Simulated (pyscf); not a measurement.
Thermochemistry of product channels of H₂C=CH₂ (SMILES C=C) + HC≡CH (SMILES C#C) on the singlet surface, in eV, from ωB97M-D3(BJ)/def2-TZVP energies (ideal gas, 1 atm, RRHO with modes under 100 cm⁻¹ raised to 100, one conformer, R ln 2 for rigid chiral ones). Optimised with ωB97X-D3(BJ)/def2-SVP in PySCF.

| products | ΔE | ΔH(298 K) | ΔG(600 K) | ΔG(900 K) |
|---|---|---|---|---|
| H₂C=CH–CH=CH₂ (SMILES C=CC=C) | -1.95 | -1.81 | -0.93 | -0.48 |
| HC≡C–CH=CH₂ (SMILES C#CC=C) + H₂ (SMILES [H][H]) | +0.27 | +0.11 | +0.16 | +0.15 |

These are energies of the channels, which say nothing of barriers.
